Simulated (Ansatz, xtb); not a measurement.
Species: C2H5, charge 0, multiplicity 2. It need not be the lowest isomer of its formula. SMILES: [CH2]C
Geometry from a B3LYP-D3(BJ)/def2-TZVP (Ansatz, a program for electronic structure) optimisation:
```
C
H 1 1.0926
H 1 1.0926 2 108.27
H 1 1.1011 2 106.35 3 113.94
C 1 1.4831 2 111.85 4 122.36
H 5 1.0812 1 120.96 2 154.81
H 5 1.0812 6 117.62 1 -172.29
```
Charge 0, spin multiplicity 2.

Harmonic wavenumbers from GFN2-xTB (xtb, at its own minimum), cm⁻¹: 74, 450, 829, 980, 1141, 1161, 1381, 1412, 1469, 1472, 2853, 2996, 3006, 3138, 3178.

Give the harmonic wavenumbers at B3LYP-D3(BJ)/def2-TZVP (Ansatz, finite differences of forces, unscaled).

106, 492, 815, 983, 1065, 1196, 1401, 1467, 1480, 1482, 2948, 3040, 3082, 3148, 3246 cm⁻¹. Zero-point energy 37.1 kcal/mol.

From these and the geometry, give the ideal-gas thermochemistry at 298.15 K and 1 atm (rigid rotor, harmonic oscillator).

Point group Cs, rotational symmetry number 1. Rotational constants 104, 22.84, 21.16 GHz. S(trans) 36.03, S(rot) 19.40, S(vib) 4.48, S(elec, spin only) 1.38, S 61.3 cal/(mol K). H(298) - H(0) 3.08 kcal/mol; G - E(el) 21.9 kcal/mol.
